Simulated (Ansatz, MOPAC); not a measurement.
Species: C₃H₇, net charge 0, doublet state. SMILES: C[CH]C

Atoms: C1, C2, C3, H4, H5, H6, H7, H8, H9, H10. Bonds: C1-C2, C1-C3, C1-H4, C2-H5, C2-H7, C2-H8, C3-H6, C3-H9, C3-H10.

Bond lengths (Å) and angles (degrees) optimised at MNDO with MOPAC; B3LYP/6-31G* with Ansatz (an electronic-structure program); MP2/6-31G* with Ansatz, each started from the B3LYP-D3(BJ)/def2-TZVP structure (Ansatz) of the last column. A row stands for all coordinates that are equal there; 10 of 13 kinds are shown. 6-31G* holds six Cartesian d functions. No wavenumbers were computed at MNDO, MP2/6-31G*, so these may be saddle points.

```tsv
coordinate	MNDO	B3LYP/6-31G*	MP2/6-31G*	B3LYP-D3(BJ)/def2-TZVP
C1-C2	1.484	1.493	1.492	1.485
C1-H4	1.088	1.088	1.086	1.083
C2-H5	1.110	1.096	1.093	1.091
C2-H7	1.112	1.106	1.101	1.102
C2-H8	1.110	1.099	1.096	1.096
C2-C1-C3	124.5	121.3	120.1	120.7
C2-C1-H4	117.7	118.5	118.3	119.1
C1-C2-H5	111.2	111.9	111.7	112.1
C1-C2-H7	110.7	112.2	111.8	111.8
C1-C2-H8	112.0	111.5	111.0	111.5
```

Mean signed difference of all 9 bond lengths from B3LYP-D3(BJ)/def2-TZVP: MNDO 0.010 Å, B3LYP/6-31G* 0.005 Å, MP2/6-31G* 0.002 Å.
